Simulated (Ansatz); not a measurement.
```yaml
crystal:
  periodic: [false, false, false]
  atoms:
    - {symbol: C, position_ang: [-1.144095, -0.351043, 0.489281]}
    - {symbol: N, position_ang: [-0.161655, -0.201296, 0.678062]}
    - {symbol: C, position_ang: [0.512508, -0.545572, 0.172674]}
    - {symbol: O, position_ang: [0.414744, -0.185056, -0.654015]}
    - {symbol: C, position_ang: [0.698360, 0.631229, -0.845869]}
    - {symbol: H, position_ang: [-1.133825, -0.009776, -0.175775]}
    - {symbol: H, position_ang: [-1.263704, -0.944601, 0.344607]}
    - {symbol: H, position_ang: [-1.392062, -0.086941, 0.881841]}
    - {symbol: H, position_ang: [-0.062680, 0.471405, 0.975656]}
    - {symbol: H, position_ang: [1.200610, -0.331107, 0.477251]}
    - {symbol: H, position_ang: [0.374012, -1.117747, 0.108210]}
    - {symbol: H, position_ang: [0.729999, 0.901301, -1.590375]}
    - {symbol: H, position_ang: [1.380015, 0.772180, -0.527495]}
    - {symbol: H, position_ang: [0.141991, 1.186927, -0.447694]}
basis:
  gaussian: {orbitals: STO-3G, point_charges: [{charge: 1.00, position_ang: [5.424, -0.680, 0.143]}]}
hamiltonian: {xc: {name: RPBE}, dispersion: d3bj, pseudopotentials: {relativity: scalar}}
```

```sh
$ ansatz run in.yaml --threads 4 --pin off --events-out ev --progress --plain --max-ram 10444MiB
```

Shortened log:

```
Functional definition: RPBE
  name "RPBE"
  cite "Hammer, Hansen & Nørskov, Phys. Rev. B 59, 7413 (1999) doi:10.1103/PhysRevB.59.7413"
  cite "Perdew, Burke & Ernzerhof, Phys. Rev. Lett. 77, 3865 (1996) doi:10.1103/PhysRevLett.77.3865"
  parameter kappa = 0.804
  parameter beta = 0.06672455060314922
  exchange = rpbe_x(kappa = kappa, mu = beta*pi^2/3)
  correlation = pbe_c(beta = beta)
483 factors; integrals over basis functions are off by at most 5.5e-5 eV
mean field evaluation 1: about -6552.6969 eV, gradient 1.9e1 eV
mean field evaluation 2: about -6553.3019 eV, gradient 9.2e0 eV
mean field evaluation 4: about -6553.4731 eV, gradient 1.8e-1 eV
mean field evaluation 8: about -6553.2302 eV, gradient 1.6e-3 eV
mean field -6553.23023970 eV, -240.8267693699 hartree, gradient 3.9e-5 eV, S^2 0.000000; 0 other end points of the search recorded, 0 dependent functions left out
reference -6553.23025713 eV, -240.8267700106 hartree; 21, 21 occupied and 13, 13 virtual orbitals, 483 factors
Total energy: -6555.01790962 eV, -240.8924650277 hartree
Relativity: scalar
```

Problem. What is wrong with this run?

Solution. The geometry is squeezed to about two thirds of its size. Self-consistency was reached. The result belongs to that input, not to the molecule as meant.
